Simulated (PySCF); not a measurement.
Cartesian coordinates (Å):
SMILES: [OH]
```xyz
2

O      0.4866     0.0000     0.0000
H     -0.4865     0.0000     0.0000
```
Charge 0, spin multiplicity 2.

### Question
Give the total energy, dipole moment and highest occupied spin orbital at the level ωB97X-D3(BJ)/def2-TZVP // PBE0-D3(BJ)/def2-TZVP run with PySCF.

### Answer

The total energy is -75.7764 Ha. The dipole moment comes out as 1.77 D and the highest occupied spin orbital comes out as -11.83 eV.
